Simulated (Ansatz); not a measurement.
Molecule: HO, net charge 1, triplet state. 
Structure (B3LYP-D3(BJ)/def2-TZVP (Ansatz, a program for electronic structure) minimum search):
```xyz
2

O      0.0000     0.0000    -0.1156
H      0.0000     0.0000     0.9251
```
Charge +1, spin multiplicity 3.

Basis-set convergence of Hartree-Fock and MP2 correlation energies (hartree) with Ansatz. Correlated levels leave the core frozen unless marked. Open shells are spin-unrestricted. Spin-orbit coupling is left out. No relativistic terms.

```csv
basis,functions,E(HF),"E(corr, MP2)"
aug-cc-pVDZ,32,-74.98511,-0.11160
aug-cc-pVTZ,69,-75.00386,-0.14602
aug-cc-pVQZ,126,-75.00899,-0.15798
```

Extrapolating the two largest sets (X = 3 and 4) as X^-3: E(corr) = (64·(-0.15798) - 27·(-0.14602))/37 = -0.1667 Eh, an estimate of the basis-set limit. The largest set recovers 94.8 % of it, the smallest 66.9 %.
